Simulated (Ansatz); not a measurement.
# CNO− (SMILES N#C[O-]): single points off equilibrium

One table from this session's results is given with a row withheld; the runs are named, their logs left out.

Method: single points in def2-TZVPPD; program: Ansatz 0.2.0, Gaussian basis.

Correlated methods freeze the cores.

## Starting geometry

SMILES `N#C[O-]`, 3 atoms, charge -1, spin multiplicity 1.

Atoms are counted from 1 here; the program's logs count them from 0.

Bond lengths: N1–C2 1.160 Å, C2–O3 1.209 Å. Angles: N1–C2–O3 179.9°.

As a file:

```xyz
3
charge -1, multiplicity 1
N     0.48540   -1.06090    0.14000
C    -0.00740   -0.02010   -0.00200
O    -0.52300    1.06350   -0.15120
```

The first run:

The input, run/in.yaml:

```yaml
crystal:
  periodic: [false, false, false]
  atoms:
    - {symbol: N, position_ang: [0.485400, -1.060900, 0.140000]}
    - {symbol: C, position_ang: [-0.007400, -0.020100, -0.002000]}
    - {symbol: O, position_ang: [-0.523000, 1.063500, -0.151200]}
basis:
  gaussian: {orbitals: "def2-TZVPPD.json"}
total_charge: -1
correlation: {method: ccsd_t}
output: {forces: true}
```

The basis file named in the input lies beside it (Basis Set Exchange, JSON).

No record of the launch command was kept for these runs.

Steps of the session up to this table: CCSD(T)/def2-TZVPPD; PBE0-D4/def2-TZVPPD; wB97M-V/def2-TZVPPD; r2SCAN-D4/def2-TZVPPD; PBE-D4/def2-TZVPPD; r2SCAN0-D4/def2-TZVPPD; SPW92/def2-TZVPPD.

One table of the session follows, with a row left open; its other results are not shown here.

```
    method  RMS force component (eV/Å)  angle to CCSD(T) forces (°)
   CCSD(T)                       1.570                    reference
   PBE0-D4                       1.152                          9.0
   wB97M-V                       1.062                          1.4
 r2SCAN-D4                       1.381                          7.9
    PBE-D4                       1.749                          2.0
r2SCAN0-D4                           ?                            ?
     SPW92                       1.422                         11.2
```

Q: Estimate the row for r2SCAN0-D4 from the others.

The run gave: RMS force component (eV/Å): 0.937; angle to CCSD(T) forces (°): 15.7. In the column «RMS force component (eV/Å)» it is the lowest.
